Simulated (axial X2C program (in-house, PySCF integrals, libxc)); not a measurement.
**A two-component session on PB⁺: properties at the nuclei**

Aim: properties at the nuclei of PB⁺, with spin–orbit coupling in the Hamiltonian from the start.

Computed with an in-house X2C program for linear molecules on PySCF integrals. Level: two-component X2C with atomic mean-field terms, P dyall-v3z, B dyall-v3z.

All values are calculated.

**1. Set-up**

The input, task.json:

```json
{"zs": [15, 5], "q": 1, "bas": ["dyall-v3z", "dyall-v3z"], "r0": 1.8, "levels": ["PBE0", "HF", "BP86", "PBE50", "LDA"], "nst": 3}
```

Keys: zs atomic numbers; q charge; bas basis sets; r0 starting distance in Å; levels methods (HF also brings MP2); nst determinants followed.

The run is started by

```sh
> python soeom.py task.json out
```

After this run come: Expectation values, lowest determinant; Expectation values, a higher determinant; Expectation values, a higher determinant.

**Question.** What will these runs give? Wanted: lowest determinant; Eeff magnitude; Ws magnitude P; A∥/gI P; qzz P; higher determinant (for each run or level that gives them).

**Answer**, as computed:

| quantity | value |
| --- | --- |
| lowest determinant | Ω = 3/2 (excess of +ω over −ω: ω = 3/2) |
| Eeff magnitude (GV/cm), PBE0 | 0.0506 |
| Ws magnitude P (kHz), PBE0 | 0.0106 |
| A∥/gI P (MHz), PBE0 | -82.2 |
| qzz P (a.u.), PBE0 | -1.49 |
| higher determinant | Ω = 1/2 (excess of +ω over −ω: 2 × ω = -1/2, ω = 3/2) |
| Eeff magnitude (GV/cm), PBE0, higher determinant | 0.0087 |
| Ws magnitude P (kHz), PBE0, higher determinant | 0.0145 |
| A∥/gI P (MHz), PBE0, higher determinant | -292 |
| qzz P (a.u.), PBE0, higher determinant | -1.20 |
| higher determinant | Ω = 1/2 (excess of +ω over −ω: ω = 1/2) |
| Eeff magnitude (GV/cm), PBE0, higher determinant | 0.0239 |
| Ws magnitude P (kHz), PBE0, higher determinant | 0.0108 |
| A∥/gI P (MHz), PBE0, higher determinant | 108 |
| qzz P (a.u.), PBE0, higher determinant | -1.50 |

In words: In the first state, the effective field runs from 0.0308 to 0.0819 GV/cm over the mean-field levels, so the levels don't agree on it. The expectation values come from single determinants, which for open shells can mix terms of unlike spin or miss the lowest Ω, so a determinant need not be a state. Eeff is the effective electric field on the electron dipole moment in this Ω state and Ws the scalar–pseudoscalar constant (defined with the proton number Z and per Ω); A∥ is the parallel hyperfine constant, which follows by multiplying with the nuclear g factor gI = μI/(I μN); qzz is the electric field gradient, eQq0 = 234.96 MHz × Q/barn × qzz. The operators were transformed with the bare-nucleus X2C matrices.
